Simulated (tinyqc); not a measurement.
RKS/LDA (PW92) in the sto-6g basis, for H2O, spin multiplicity 1, step by step (part 1 of 2). Computed by tinyqc, a small Python program that keeps every step (integrals from PySCF). Settings: charge = 0, multiplicity = 1, basis = sto-6g, energy threshold = 1e-10, iteration cap = 70, orthogonalisation = symmetric, start = core, DIIS depth = 0, method = RKS, functional = lda,pw, grid = [10, 50]. Command: `OMP_NUM_THREADS=1 python tinyqc.py 28011 28012 out.jsonl` (the two numbers bound the seeds that draw the settings). One thread of a shared host (Intel(R) Xeon(R) Processor @ 2.60GHz), about 0.7 s of CPU time with the checks. Later iterations appear only in the table of the cycle.

## One-electron integrals

Geometry (angstrom):
```
atom         x          y         z
O     0.000000   0.000000  0.000000
H     0.000000   1.006000  0.697000
H     0.000000  -1.084000  0.751000
```

Basis sto-6g: exponents (1/bohr^2) and contraction coefficients of normalised primitives:
```
element  l (shell)     exponent  coefficient
O            s (1)  1355.584234     0.009164
O            s (1)   248.544885     0.049361
O            s (1)    69.533902     0.168538
O            s (1)    23.886772     0.370563
O            s (1)     9.275933     0.416492
O            s (1)     3.820341     0.130334
O            s (2)    52.187762    -0.013253
O            s (2)    10.329320    -0.046992
O            s (2)     3.210345    -0.033785
O            s (2)     1.235135     0.250242
O            s (2)     0.536420     0.595117
O            s (2)     0.245881     0.240706
O            p (3)    52.187762     0.003760
O            p (3)    10.329320     0.037679
O            p (3)     3.210345     0.173897
O            p (3)     1.235135     0.418036
O            p (3)     0.536420     0.425860
O            p (3)     0.245881     0.101708
H            s (1)    35.523221     0.009164
H            s (1)     6.513144     0.049361
H            s (1)     1.822143     0.168538
H            s (1)     0.625955     0.370563
H            s (1)     0.243077     0.416492
H            s (1)     0.100112     0.130334
```

Overlap, kinetic and nuclear-attraction integrals over the contracted functions; the nuclear repulsion is the sum of Za Zb / Rab.

nuclear repulsion = 6.92238276 hartree

overlap S, lower triangle:
```
           1O 1s     1O 2s    1O 2px     1O 2py    1O 2pz     2H 1s     3H 1s
1O 1s   1.000000
1O 2s   0.231145  1.000000
1O 2px  0.000000  0.000000  1.000000
1O 2py  0.000000  0.000000  0.000000   1.000000
1O 2pz  0.000000  0.000000  0.000000   0.000000  1.000000
2H 1s   0.029965  0.320782  0.000000   0.240766  0.166813  1.000000
3H 1s   0.024055  0.275065  0.000000  -0.212044  0.146905  0.103587  1.000000
```

kinetic energy T (hartree), lower triangle:
```
            1O 1s     1O 2s    1O 2px     1O 2py    1O 2pz      2H 1s     3H 1s
1O 1s   29.327197
1O 2s   -0.896024  0.842618
1O 2px   0.000000  0.000000  2.531309
1O 2py   0.000000  0.000000  0.000000   2.531309
1O 2pz   0.000000  0.000000  0.000000   0.000000  2.531309
2H 1s   -0.006540  0.034512  0.000000   0.100541  0.069659   0.768522
3H 1s   -0.006267  0.015608  0.000000  -0.070124  0.048582  -0.012080  0.768522
```

nuclear attraction V (hartree), lower triangle:
```
             1O 1s      1O 2s     1O 2px     1O 2py     1O 2pz      2H 1s      3H 1s
1O 1s   -62.091974
1O 2s    -6.343977  -9.832380
1O 2px    0.000000   0.000000  -9.790602
1O 2py   -0.001145  -0.012881   0.000000  -9.874482
1O 2pz   -0.010649  -0.125499   0.000000  -0.005932  -9.830865
2H 1s    -0.938338  -2.343152   0.000000  -1.550096  -1.099686  -4.908435
3H 1s    -0.752155  -1.957409   0.000000   1.319237  -0.938038  -0.556466  -4.675611
```

core Hamiltonian H = T + V (hartree), lower triangle:
```
             1O 1s      1O 2s     1O 2px     1O 2py     1O 2pz      2H 1s      3H 1s
1O 1s   -32.764777
1O 2s    -7.240002  -8.989761
1O 2px    0.000000   0.000000  -7.259294
1O 2py   -0.001145  -0.012881   0.000000  -7.343173
1O 2pz   -0.010649  -0.125499   0.000000  -0.005932  -7.299556
2H 1s    -0.944878  -2.308640   0.000000  -1.449555  -1.030027  -4.139913
3H 1s    -0.758421  -1.941801   0.000000   1.249113  -0.889456  -0.568547  -3.907088
```

## Two-electron integrals

Functions are numbered as in S; the eight-fold symmetry (ij|kl) = (ji|kl) = (kl|ij) leaves the list below.

Two-electron integrals (ij|kl) in chemists' order, unique and non-zero (hartree):
```
(11|11) 4.787491    (21|11) 0.675884    (21|21) 0.121505    (22|11) 1.117379
(22|21) 0.249212    (22|22) 0.817383    (31|31) 0.025762    (32|31) 0.039145
(32|32) 0.180664    (33|11) 1.117381    (33|21) 0.249212    (33|22) 0.817382
(33|33) 0.880663    (41|41) 0.025762    (42|41) 0.039145    (42|42) 0.180664
(43|43) 0.047461    (44|11) 1.117381    (44|21) 0.249212    (44|22) 0.817382
(44|33) 0.785741    (44|44) 0.880663    (51|51) 0.025762    (52|51) 0.039145
(52|52) 0.180664    (53|53) 0.047461    (54|54) 0.047461    (55|11) 1.117381
(55|21) 0.249212    (55|22) 0.817382    (55|33) 0.785741    (55|44) 0.785741
(55|55) 0.880663    (61|11) 0.093127    (61|21) 0.016062    (61|22) 0.032277
(61|33) 0.032209    (61|41) 0.000648    (61|42) 0.001274    (61|44) 0.032347
(61|51) 0.000449    (61|52) 0.000883    (61|54) 0.000095    (61|55) 0.032275
(61|61) 0.002164    (62|11) 0.249841    (62|21) 0.056618    (62|22) 0.208624
(62|33) 0.205026    (62|41) 0.003745    (62|42) 0.028817    (62|44) 0.212318
(62|51) 0.002595    (62|52) 0.019966    (62|54) 0.005052    (62|55) 0.208526
(62|61) 0.007543    (62|62) 0.069362    (63|31) 0.005972    (63|32) 0.034646
(63|43) 0.005807    (63|53) 0.004024    (63|63) 0.009247    (64|11) 0.157622
(64|21) 0.036193    (64|22) 0.142125    (64|33) 0.135962    (64|41) 0.008004
(64|42) 0.052673    (64|44) 0.152221    (64|51) 0.001407    (64|52) 0.012490
(64|54) 0.007241    (64|55) 0.138192    (64|61) 0.005017    (64|62) 0.057403
(64|64) 0.056120    (65|11) 0.109208    (65|21) 0.025076    (65|22) 0.098470
(65|33) 0.094201    (65|41) 0.001407    (65|42) 0.012490    (65|44) 0.097418
(65|51) 0.006947    (65|52) 0.043299    (65|54) 0.008037    (65|55) 0.103792
(65|61) 0.003476    (65|62) 0.039771    (65|64) 0.032475    (65|65) 0.031748
(66|11) 0.426766    (66|21) 0.098486    (66|22) 0.417050    (66|33) 0.401717
(66|41) 0.007553    (66|42) 0.081673    (66|44) 0.432796    (66|51) 0.005233
(66|52) 0.056587    (66|54) 0.021533    (66|55) 0.416636    (66|61) 0.013209
(66|62) 0.185164    (66|64) 0.174296    (66|65) 0.120760    (66|66) 0.774999
(71|11) 0.074673    (71|21) 0.012884    (71|22) 0.025905    (71|33) 0.025851
(71|41) -0.000519   (71|42) -0.001023   (71|44) 0.025960    (71|51) 0.000360
(71|52) 0.000709    (71|54) -0.000075   (71|55) 0.025904    (71|61) 0.001707
(71|62) 0.005831    (71|64) 0.003571    (71|65) 0.002692    (71|66) 0.010126
(71|71) 0.001392    (72|11) 0.208682    (72|21) 0.047328    (72|22) 0.175407
(72|33) 0.172360    (72|41) -0.003128   (72|42) -0.024459   (72|44) 0.178537
(72|51) 0.002167    (72|52) 0.016945    (72|54) -0.004280   (72|55) 0.175325
(72|61) 0.006073    (72|62) 0.045028    (72|64) 0.026229    (72|65) 0.025162
(72|66) 0.095267    (72|71) 0.005061    (72|72) 0.050036    (73|31) 0.004885
(73|32) 0.028683    (73|43) -0.004883   (73|53) 0.003383    (73|63) 0.005650
(73|73) 0.006510    (74|11) -0.134736   (74|21) -0.030951   (74|22) -0.122177
(74|33) -0.116980   (74|41) 0.006598    (74|42) 0.044142    (74|44) -0.130682
(74|51) -0.001187   (74|52) -0.010710   (74|54) 0.006109    (74|55) -0.118869
(74|61) -0.003812   (74|62) -0.027059   (74|64) -0.010684   (74|65) -0.014828
(74|66) -0.053995   (74|71) -0.003437   (74|72) -0.042316   (74|74) 0.041787
(75|11) 0.093346    (75|21) 0.021443    (75|22) 0.084645    (75|33) 0.081044
(75|41) -0.001187   (75|42) -0.010710   (75|44) 0.083770    (75|51) 0.005707
(75|52) 0.036103    (75|54) -0.006772   (75|55) 0.089119    (75|61) 0.002863
(75|62) 0.025557    (75|64) 0.014660    (75|65) 0.019670    (75|66) 0.058441
(75|71) 0.002381    (75|72) 0.029317    (75|74) -0.024440   (75|75) 0.023442
(76|11) 0.055766    (76|21) 0.012776    (76|22) 0.051323    (76|33) 0.050208
(76|41) -0.000019   (76|42) -0.000221   (76|44) 0.051233    (76|51) 0.000911
(76|52) 0.008472    (76|54) -0.000050   (76|55) 0.052527    (76|61) 0.001679
(76|62) 0.016777    (76|64) 0.012099    (76|65) 0.010860    (76|66) 0.047015
(76|71) 0.001349    (76|72) 0.014492    (76|74) -0.010844   (76|75) 0.009558
(76|76) 0.005349    (77|11) 0.397740    (77|21) 0.091834    (77|22) 0.391220
(77|33) 0.377651    (77|41) -0.006670   (77|42) -0.073846   (77|44) 0.405155
(77|51) 0.004621    (77|52) 0.051161    (77|54) -0.019055   (77|55) 0.390852
(77|61) 0.011770    (77|62) 0.106543    (77|64) 0.059048    (77|65) 0.064043
(77|66) 0.252473    (77|71) 0.009870    (77|72) 0.152361    (77|74) -0.146290
(77|75) 0.101351    (77|76) 0.047015    (77|77) 0.774999
```

## Orthogonalisation

S = U s U^T; symmetric (Loewdin) form X = U s^(-1/2) U^T, so that X^T S X = 1.

eigenvalues of S: 0.526459  0.630998  0.895853  1.000000  1.093187  1.270378  1.583124

X, lower triangle:
```
            1O 1s      1O 2s    1O 2px     1O 2py     1O 2pz      2H 1s     3H 1s
1O 1s    1.021861
1O 2s   -0.127775   1.097616
1O 2px   0.000000   0.000000  1.000000
1O 2py  -0.000848   0.009507  0.000000   1.046313
1O 2pz  -0.004185   0.039450  0.000000   0.004485   1.020280
2H 1s    0.015371  -0.179786  0.000000  -0.142729  -0.091678   1.084466
3H 1s    0.013319  -0.146702  0.000000   0.122887  -0.076949  -0.034502  1.061521
```

## Starting guess

The start is the orbitals of the core Hamiltonian; D = 2 C_occ C_occ^T.

D at the start, lower triangle:
```
            1O 1s      1O 2s    1O 2px     1O 2py     1O 2pz     2H 1s     3H 1s
1O 1s    2.119773
1O 2s   -0.530067   2.340226
1O 2px   0.000000   0.000000  2.000000
1O 2py  -0.004833   0.029984  0.000000   2.162004
1O 2pz  -0.022472   0.128301  0.000000   0.015317   2.070947
2H 1s    0.057498  -0.243372  0.000000  -0.240745  -0.154064  0.060828
3H 1s    0.047996  -0.201688  0.000000   0.206819  -0.130611  0.006113  0.044751
```

## Iteration 1: exchange-correlation on the grid

Becke grid with 10 radial and 50 angular points per atom, points of zero weight dropped. rho = sum D_ij phi_i phi_j; V_xc,ij = sum w v_xc phi_i phi_j; v_xc is d(rho eps)/d rho.

The 8 grid points with the largest w rho, of 1496 (bohr, atomic units):
```
x                  y          z         w       rho     eps_xc       v_xc
0.841948    0.000000   0.841948  0.255497  0.341511  -0.578794  -0.758710
-0.841948   0.000000   0.841948  0.255497  0.341511  -0.578794  -0.758710
0.000000    0.841948  -0.841948  0.257126  0.338139  -0.577012  -0.756355
0.000000   -0.841948  -0.841948  0.257291  0.337851  -0.576859  -0.756153
0.841948    0.000000  -0.841948  0.257535  0.331221  -0.573317  -0.751473
-0.841948   0.000000  -0.841948  0.257535  0.331221  -0.573317  -0.751473
-0.841948  -0.841948   0.000000  0.253017  0.336432  -0.576105  -0.755157
0.841948   -0.841948   0.000000  0.253017  0.336432  -0.576105  -0.755157
```

electrons on the grid, sum of w rho = 10.000771

E_xc = sum of w rho eps_xc = -9.71986977 hartree

V_xc (hartree), lower triangle:
```
            1O 1s      1O 2s     1O 2px     1O 2py     1O 2pz      2H 1s      3H 1s
1O 1s   -2.954595
1O 2s   -0.383083  -0.839773
1O 2px   0.000000   0.000000  -0.840975
1O 2py  -0.000126   0.000486   0.000000  -0.838337
1O 2pz  -0.000619  -0.000316   0.000000   0.000695  -0.839561
2H 1s   -0.054315  -0.180869   0.000000  -0.110191  -0.076126  -0.201401
3H 1s   -0.043558  -0.149908   0.000000   0.092924  -0.064111  -0.034093  -0.177752
```

## Iteration 1: building the Kohn-Sham matrix

J_ij = sum D_kl (ij|kl); F = H + J + V_xc; E = tr D H + tr D J / 2 + E_xc + E_nn.

Coulomb J (hartree), lower triangle:
```
            1O 1s      1O 2s    1O 2px     1O 2py    1O 2pz     2H 1s     3H 1s
1O 1s   18.678241
1O 2s    3.363586   8.817932
1O 2px   0.000000   0.000000  8.819347
1O 2py   0.000475  -0.000149  0.000000   8.816644
1O 2pz   0.002572   0.000834  0.000000  -0.000485  8.817801
2H 1s    0.447218   2.173572  0.000000   1.452534  1.005906  4.172187
3H 1s    0.358768   1.825494  0.000000  -1.248419  0.864306  0.522041  3.914405
```

Kohn-Sham matrix F (hartree), lower triangle:
```
             1O 1s      1O 2s    1O 2px     1O 2py     1O 2pz      2H 1s      3H 1s
1O 1s   -17.041132
1O 2s    -4.259499  -1.011602
1O 2px    0.000000   0.000000  0.719078
1O 2py   -0.000797  -0.012543  0.000000   0.635135
1O 2pz   -0.008696  -0.124980  0.000000  -0.005722   0.678684
2H 1s    -0.551975  -0.315937  0.000000  -0.107213  -0.100246  -0.169128
3H 1s    -0.443211  -0.266215  0.000000   0.093618  -0.089261  -0.080598  -0.170436
```

total energy of this density = -73.80168528 hartree

## Iteration 1: diagonalisation and new density

Diagonalise F' = X^T F X, C = X C', fill 5 alpha and 5 beta electrons from the bottom; D = 2 C_occ C_occ^T. Each column has its largest component positive (the first on a tie).

F' = X^T F X (hartree), lower triangle:
```
            1          2         3          4          5          6          7
1  -16.725924
2   -2.330237  -0.154451
3    0.000000   0.000000  0.719078
4   -0.002710   0.004383  0.000000   0.748122
5   -0.013941  -0.051611  0.000000   0.004660   0.728411
6   -0.055691  -0.195246  0.000000  -0.209729  -0.142879  -0.037058
7   -0.034170  -0.158312  0.000000   0.180768  -0.120320  -0.030244  -0.076060
```

orbital energies (hartree): MO1 -17.047965, MO2 -0.264833, MO3 -0.116173, MO4 0.305276, MO5 0.719078, MO6 0.766215, MO7 0.840519

coefficients C:
```
              MO1        MO2        MO3        MO4       MO5        MO6        MO7
1O 1s    0.994888  -0.119661   0.011204  -0.237772  0.000000  -0.007666  -0.010849
1O 2s    0.022203   0.354351  -0.034858   1.066575  0.000000   0.080663   0.072221
1O 2px   0.000000   0.000000   0.000000   0.000000  1.000000   0.000000   0.000000
1O 2py   0.000327   0.009376  -0.138984  -0.035476  0.000000  -0.206320   1.033017
1O 2pz   0.001814   0.105536  -0.007388  -0.020321  0.000000   1.000582   0.210044
2H 1s   -0.004364   0.532515  -0.669154  -0.524626  0.000000  -0.175586  -0.448521
3H 1s   -0.003621   0.524613   0.738201  -0.442260  0.000000  -0.279318   0.277403
```

D after iteration 1, lower triangle:
```
            1O 1s      1O 2s    1O 2px     1O 2py    1O 2pz     2H 1s     3H 1s
1O 1s    2.121562
1O 2s   -0.548610   2.529710
1O 2px   0.000000   0.000000  2.000000
1O 2py   0.012162  -0.059327  0.000000   0.041326
1O 2pz  -0.012150   0.032041  0.000000   0.005476  0.023217
2H 1s    0.098362  -0.695255  0.000000   0.233210  0.143593  2.013182
3H 1s    0.094098  -0.623238  0.000000  -0.163982  0.117785  0.034863  2.031533
```

## Iteration 2: exchange-correlation on the grid

As before.

The 8 grid points with the largest w rho, of 1496 (bohr, atomic units):
```
x                  y          z         w       rho     eps_xc       v_xc
1.077024   -0.359008   0.359008  0.229076  0.296758  -0.554084  -0.726069
-1.077024  -0.359008   0.359008  0.229076  0.296758  -0.554084  -0.726069
-1.077024  -0.359008  -0.359008  0.230067  0.294387  -0.552706  -0.724250
1.077024   -0.359008  -0.359008  0.230067  0.294387  -0.552706  -0.724250
1.077024    0.359008   0.359008  0.228248  0.293442  -0.552155  -0.723522
-1.077024   0.359008   0.359008  0.228248  0.293442  -0.552155  -0.723522
-1.077024   0.359008  -0.359008  0.230009  0.289443  -0.549809  -0.720424
1.077024    0.359008  -0.359008  0.230009  0.289443  -0.549809  -0.720424
```

electrons on the grid, sum of w rho = 9.998393

E_xc = sum of w rho eps_xc = -8.32439348 hartree

V_xc (hartree), lower triangle:
```
            1O 1s      1O 2s     1O 2px     1O 2py     1O 2pz      2H 1s      3H 1s
1O 1s   -2.911179
1O 2s   -0.353681  -0.703035
1O 2px   0.000000   0.000000  -0.762501
1O 2py   0.000611   0.002667   0.000000  -0.679496
1O 2pz  -0.000626  -0.017803   0.000000  -0.002457  -0.667000
2H 1s   -0.050641  -0.183811   0.000000  -0.130692  -0.094608  -0.522803
3H 1s   -0.040651  -0.153829   0.000000   0.111607  -0.080176  -0.045892  -0.520226
```

## Iteration 2: building the Kohn-Sham matrix

As before.

Coulomb J (hartree), lower triangle:
```
            1O 1s      1O 2s    1O 2px     1O 2py    1O 2pz     2H 1s     3H 1s
1O 1s   15.815870
1O 2s    2.738432   7.147432
1O 2px   0.000000   0.000000  7.215566
1O 2py  -0.001948  -0.004468  0.000000   7.144012
1O 2pz   0.020101   0.210772  0.000000   0.005555  7.082717
2H 1s    0.366590   1.910783  0.000000   1.333741  0.971622  4.529719
3H 1s    0.294179   1.614250  0.000000  -1.155132  0.838772  0.502720  4.395300
```

Kohn-Sham matrix F (hartree), lower triangle:
```
             1O 1s      1O 2s     1O 2px     1O 2py     1O 2pz      2H 1s      3H 1s
1O 1s   -19.860086
1O 2s    -4.855251  -2.545365
1O 2px    0.000000   0.000000  -0.806228
1O 2py   -0.002483  -0.014682   0.000000  -0.878657
1O 2pz    0.008826   0.067469   0.000000  -0.002833  -0.883839
2H 1s    -0.628929  -0.581668   0.000000  -0.246506  -0.153012  -0.132996
3H 1s    -0.504893  -0.481380   0.000000   0.205588  -0.130860  -0.111718  -0.032015
```

total energy of this density = -74.03338806 hartree

## Iteration 2: diagonalisation and new density

As before.

F' = X^T F X (hartree), lower triangle:
```
            1          2          3          4          5          6         7
1  -19.541200
2   -2.420356  -1.695081
3    0.000000   0.000000  -0.806228
4   -0.003082  -0.006208   0.000000  -0.834741
5   -0.013661   0.100849   0.000000   0.001745  -0.864779
6   -0.069723  -0.242898   0.000000  -0.163222  -0.099211   0.076179
7   -0.044505  -0.201009   0.000000   0.141053  -0.084146  -0.040009  0.122832
```

orbital energies (hartree): MO1 -19.864398, MO2 -1.443677, MO3 -0.883662, MO4 -0.873244, MO5 -0.806228, MO6 0.139352, MO7 0.188840

coefficients C:
```
              MO1        MO2        MO3        MO4       MO5        MO6        MO7
1O 1s    0.996119  -0.251706  -0.010873  -0.026218  0.000000   0.066298   0.012151
1O 2s    0.016965   1.028102   0.040015   0.105260  0.000000  -0.448605  -0.073268
1O 2px   0.000000   0.000000   0.000000   0.000000  1.000000   0.000000   0.000000
1O 2py   0.000357   0.024968   0.793642  -0.582247  0.000000  -0.133448   0.378212
1O 2pz   0.000382  -0.115748   0.580311   0.795203  0.000000  -0.268889  -0.045662
2H 1s   -0.003167  -0.013249   0.046914   0.001810  0.000000   0.947760  -0.581338
3H 1s   -0.002574  -0.013663  -0.010125   0.031712  0.000000   0.520519   0.947890
```

D after iteration 2, lower triangle:
```
            1O 1s      1O 2s    1O 2px     1O 2py    1O 2pz      2H 1s     3H 1s
1O 1s    2.112829
1O 2s   -0.490150   2.139925
1O 2px   0.000000   0.000000  2.000000
1O 2py   0.001415  -0.007709  0.000000   1.939005
1O 2pz   0.004714  -0.024141  0.000000  -0.010672  1.965011
2H 1s   -0.000755  -0.023214  0.000000   0.071694  0.060392   0.004780
3H 1s    0.000308  -0.022315  0.000000  -0.053684  0.041845  -0.000457  0.002603
```
